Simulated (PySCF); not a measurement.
Compound: oxalyl dichloride, C₂Cl₂O₂.
SMILES: `O=C(Cl)C(=O)Cl`

Computed with PySCF at CAM-B3LYP/def2-SVPD, non-relativistic, on one gas-phase PBE0-D3(BJ)/def2-SVP geometry that isn't relaxed in the solvent. The solvent is an IEF-PCM continuum (Bondi radii, 1.10 Å for H, scaled by 1.2), and excitations are vertical TDDFT with non-equilibrium linear response and a frozen core. Only the electrostatic response of the medium enters.

Gas-phase singlets (H = HOMO, L = LUMO):

| state | E (eV) | λ (nm) | f | leading configurations |
| --- | --- | --- | --- | --- |
| S1 | 3.638 | 341 | 0.000 | H→L 95% |
| S2 | 5.130 | 242 | 0.000 | H-1→L 96% |
| S3 | 5.140 | 241 | 0.000 | H-5→L 58%, H-4→L 29%, H→L+2 12% |
| S4 | 5.776 | 215 | 0.000 | H-4→L 66%, H-5→L 30% |
| S5 | 5.861 | 212 | 0.000 | H-2→L 96% |

Question: How does the list change in acetone (ε = 20.49)?

Answer: 
```tsv
state	E (eV)	λ (nm)	f	leading configurations	change by rank (eV)
S1	3.720	333	0.000	H→L 95%	+0.082
S2	5.170	240	0.000	H-1→L 96%	+0.040
S3	5.233	237	0.000	H-5→L 58%, H-4→L 28%, H→L+2 12%	+0.093
S4	5.822	213	0.000	H-4→L 67%, H-5→L 29%	+0.046
S5	5.840	212	0.000	H-2→L 96%	-0.021
```

Question: What are the lowest 5 singlets in acetonitrile (ε = 35.69)?

Answer: 
```
state  E (eV)  λ (nm)      f           leading configurations  change by rank (eV)
   S1   3.724     333  0.000                          H→L 95%               +0.086
   S2   5.173     240  0.000                        H-1→L 96%               +0.043
   S3   5.237     237  0.000  H-5→L 58%, H-4→L 28%, H→L+2 12%               +0.097
   S4   5.825     213  0.000             H-4→L 67%, H-5→L 29%               +0.049
   S5   5.842     212  0.000                        H-2→L 96%               -0.019
```

Question: The ground-state energy changes by -0.158 eV from gas to acetonitrile. By how much does the total energy of gas-phase S1 change?

Answer: E(S1) = E(S0) + excitation energy, so it changes by -0.158 + 0.086 = -0.072 eV: it is lowered less than the ground state, which is what a blue shift means. This is the vertical state, with the slow part of the continuum still set for S0.

Question: How do the frontier levels move from gas to acetonitrile?

Answer: 
```csv
orbital,gas (eV),solvent (eV),change (eV)
LUMO+2,1.04,1.22,+0.18
LUMO+1,0.44,0.65,+0.21
LUMO,-2.49,-2.30,+0.19
HOMO,-10.47,-10.36,+0.11
HOMO-1,-11.35,-11.20,+0.15
HOMO-2,-11.55,-11.37,+0.18
HOMO-3,-11.80,-11.62,+0.18
```

The HOMO–LUMO gap goes from 7.98 to 8.06 eV.

The values belong to the conformer `[O:1]=[C:2]([Cl:3])[C:4](=[O:5])[Cl:6]`: O1–C2–C4–O5 178°.
